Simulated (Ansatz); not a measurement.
# CH4OSi: single points off equilibrium

An exercise on one series of results from a longer session: the logs are not shown, and one member is left open.

The runs use Ansatz 0.2.0, Gaussian basis; single points in def2-TZVPP.

Cores are frozen in the correlated methods.

## The system as given

7 atoms, charge 0, spin multiplicity 1.

Atoms are counted from 1 here; the program's logs count them from 0.

Bond lengths: Si2–C3 1.713 Å, Si2–H6 1.461 Å, Si2–H7 1.478 Å, C3–H4 1.052 Å, C3–O5 1.478 Å. Angles: C3–Si2–H6 125.1°, C3–Si2–H7 123.8°, H6–Si2–H7 109.4°, Si2–C3–H4 147.7°, Si2–C3–O5 102.7°, H4–C3–O5 109.0°.

Coordinates:

```xyz
7

H    -0.97640   -0.45620    0.89420
Si    0.70350   -0.49710   -0.05290
C    -0.32020    0.79830   -0.50930
H    -0.49770    1.60460   -1.16120
O    -1.54090    0.54300    0.28450
H     0.50070   -1.35980    1.10810
H     2.07650   -0.68220   -0.56820
```

The first run:

run/in.yaml

```yaml
crystal:
  periodic: [false, false, false]
  atoms:
    - {symbol: H, position_ang: [-0.976400, -0.456200, 0.894200]}
    - {symbol: Si, position_ang: [0.703500, -0.497100, -0.052900]}
    - {symbol: C, position_ang: [-0.320200, 0.798300, -0.509300]}
    - {symbol: H, position_ang: [-0.497700, 1.604600, -1.161200]}
    - {symbol: O, position_ang: [-1.540900, 0.543000, 0.284500]}
    - {symbol: H, position_ang: [0.500700, -1.359800, 1.108100]}
    - {symbol: H, position_ang: [2.076500, -0.682200, -0.568200]}
basis:
  gaussian: {orbitals: def2-TZVPP}
correlation: {method: ccsd_t}
output: {forces: true}
```

No record of the launch command was kept for these runs.

Among the steps run: CCSD(T)/def2-TZVPP; PBE0-D4/def2-TZVPP; wB97M-V/def2-TZVPP; r2SCAN-D4/def2-TZVPP; PBE-D4/def2-TZVPP; r2SCANh-D4/def2-TZVPP; B97M-V/def2-TZVPP.

One table of the session follows, with a row left open; its other results are not shown here.

| method | RMS force component (eV/Å) | angle to CCSD(T) forces (°) | dipole (D) |
| --- | --- | --- | --- |
| CCSD(T) | 1.968 | reference | 1.51 |
| PBE0-D4 | 2.076 | 7.5 | 1.61 |
| wB97M-V | 2.092 | 6.9 | 1.73 |
| r2SCAN-D4 | ? | ? | ? |
| PBE-D4 | 1.837 | 7.0 | 1.32 |
| r2SCANh-D4 | 2.020 | 6.5 | 1.50 |
| B97M-V | 1.990 | 6.5 | 1.29 |

Estimate the missing values for r2SCAN-D4.

As computed: RMS force component (eV/Å): 1.942; angle to CCSD(T) forces (°): 5.8; dipole (D): 1.40. In the column «RMS force component (eV/Å)» it lies between PBE-D4 (1.837) and CCSD(T) (1.968).
